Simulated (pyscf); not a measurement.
HO–PH–OH + water (H₂O) -> HO–P(OH)–OH + hydrogen (H₂), a four-centre exchange (singlet surface; H–P, H–O broken, O–P, H–H formed). Optimised with ωB97X-D3(BJ)/def2-SVP in PySCF. Energies in kcal/mol from the separated reactants.

Small-basis levels: PySCF, no dispersion term, spherical d functions. AM1 to PM7: differences of heats of formation from MOPAC, which are fitted to 298 K values and so differ in kind from electronic energies by zero-point and thermal terms. GFN2-xTB: tblite. Cost: rough CPU time at the saddle relative to B3LYP/6-31G*, from one job on a shared machine.

```
level                   barrier  reaction energy        cost
----------------------  -------  ---------------  ----------
HF/3-21G                   60.5            -17.8        0.05
B3LYP/STO-3G               50.6            -14.7         0.5
B3LYP/3-21G                37.3            -20.2         0.6
M06-2X/6-31G*              48.1            -16.4           2
B3LYP/6-311+G**            55.3             -5.6           2
GFN2-xTB                   41.9            -15.4  under 0.02
PM6                        64.8            -38.6  under 0.02
ωB97M-D3(BJ)/def2-TZVP     48.1            -14.0           –
```

Against the last row the barrier runs from -10.8 (B3LYP/3-21G) to +16.8 kcal/mol (PM6). ωB97M-D3(BJ)/def2-TZVP has limits of its own. On the reactant side the descent ends in a complex (not fully relaxed), 4.1 kcal/mol under the separated species and 54.6 kcal/mol under the saddle at ωB97X-D3(BJ)/def2-TZVP. At ωB97X-D3(BJ)/def2-TZVP the barrier from the zero used here is 50.5 kcal/mol. This is the saddle that the search found; another between the same sides may lie lower.
